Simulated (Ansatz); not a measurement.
`C#CCOC=C` + H₂ → `C=COC` + `C#C` at 700 K and 1 bar (hydrogenolysis of a C–C bond).

Gas-phase electronic energies from Ansatz, PBE0-D4/def2-TZVP geometries. CCSD(T)/CBS is the MP2 limit (def2-TZVPP, def2-QZVPP) plus CCSD(T) − MP2 in def2-TZVPP, frozen cores. This one scheme is used for every species. Each species was taken in one conformer, which may not be the lowest.

```
   species  CCSD(T)/CBS energy (Eh)  H − E (kJ/mol)  S (J/(mol·K))
`C#CCOC=C`               -268.93333           327.6          451.1
        H₂                 -1.17544            46.8          155.3
   `C=COC`               -192.89987           283.2          373.9
     `C#C`                -77.22717           102.1          244.4
```

H − E and S are ideal-gas, rigid-rotor, harmonic terms from PBE0-D4/def2-TZVP, for one conformer and one mirror image of each species. For small species the MP2-based limit differs from directly extrapolated CCSD(T) by up to some mEh (0.8 for H₂); such offsets cancel only in part. 1 Eh = 2625.50 kJ/mol, R = 8.31446 J/(mol·K).

By hand: ΔE, ΔH, ΔS and ΔG.

ΔE = (-192.89987) + (-77.22717) − (-268.93333) − (-1.17544) = -0.01827 Eh = -48.0 kJ/mol. Δ(H − E) = 283.2 + 102.1 − 327.6 − 46.8 = 10.9, so ΔH = -37.1 kJ/mol. ΔS = 373.9 + 244.4 − 451.1 − 155.3 = 11.9 J/(mol·K). ΔG = -37.1 − 700 × (11.9)/1000 = -45.4 kJ/mol.

By hand: the equilibrium constant, and the temperature at which ΔG would vanish if ΔH and ΔS stayed fixed.

log₁₀ K = −ΔG/(RT ln 10) = 3.4. ΔH and −TΔS have one sign here, so there is no such temperature.

The number of gas molecules stays the same, so ΔS is small and ΔH decides. A doubt of 5 kJ/mol in ΔE shifts log₁₀ K by 0.4 here. Other conformers and mirror images would add mixing entropy, several J/(mol·K) or more a flexible species. These are equilibria of isolated gas molecules and say nothing of rates. Largest T1 diagnostic: 0.013 (customary marks: 0.02 for closed shells, 0.045 for open ones).

ΔS is within the doubt of such terms, so its sign, and with it that verdict, could turn.
